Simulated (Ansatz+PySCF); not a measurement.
**triplet BNH₂: levels of theory in one basis**

```yaml
atoms:
  - { symbol: N, position_ang: [0.0000, 0.0000, -0.1963] }
  - { symbol: H, position_ang: [0.0000, 0.0000, 1.3739] }
  - { symbol: B, position_ang: [30.0000, 0.0000, -0.4592] }
  - { symbol: H, position_ang: [30.0000, 0.0000, 2.2960] }
```

Basis set: 6-31G (spherical functions). Frozen core: 2 orbitals. Correlation on ROHF uses semicanonical orbitals with singles. Charge 0, multiplicity 3.

Computed with Ansatz (development build ahead of 0.2.0); each method stands on the lowest determinant of its kind that the runs found. NEVPT2 correlates all electrons. Active spaces start from the frontier orbitals, and the lowest solution found is given.

| method | E − E(ROHF) (eV) | <S²> of the determinant |
| --- | --- | --- |
| ROHF | 0.00 | 2.00 |
| UHF | -2.78 | 3.47 |
| ROHF-MP2 | -3.77 | – |
| UHF-CCSD | -6.08 | 3.47 |
| ROHF-CCSD(T) | -6.20 | – |
| UHF-CCSD(T) | -6.17 | 3.47 |
| CASSCF(6,6) | -3.79 | – |
| CASSCF(4,4) | -2.12 | – |
| SC-NEVPT2(6,6) | -5.43 | – |
| SC-NEVPT2(4,4) | -4.86 | – |

(1) What does UHF-MP2 give on the same scale?

(2) Is a single determinant a sound starting point here?

## Answers

(1) -4.52 eV.

(2) It is doubtful. Unrestricted orbitals lower Hartree–Fock by 2.78 eV and <S²> is 3.47 where a pure state has 2.00, a sign of strong static correlation. The CASSCF(6,6) natural occupations are 1.80, 1.54, 1.00, 1.00, 0.46, 0.20. The CASSCF(4,4) natural occupations are 1.54, 1.00, 1.00, 0.46.

Caution for ROHF, ROHF-MP2, ROHF-CCSD(T): an unrestricted determinant lies well below. Caution for UHF, UHF-MP2, UHF-CCSD, UHF-CCSD(T): the unrestricted determinant is a mixture of spin states. Caution for ROHF-MP2, UHF-MP2, UHF-CCSD, ROHF-CCSD(T), UHF-CCSD(T): large amplitudes, a single reference is doubtful. Caution for ROHF-MP2, UHF-MP2: forces differ strongly between restricted and unrestricted references. Caution for ROHF-MP2, ROHF-CCSD(T): a plain start can end on a higher determinant. Caution for ROHF-CCSD(T): the amplitudes may be one of several solutions. Caution for CASSCF(6,6), CASSCF(4,4), SC-NEVPT2(6,6), SC-NEVPT2(4,4): other starts end on other solutions of this active space.
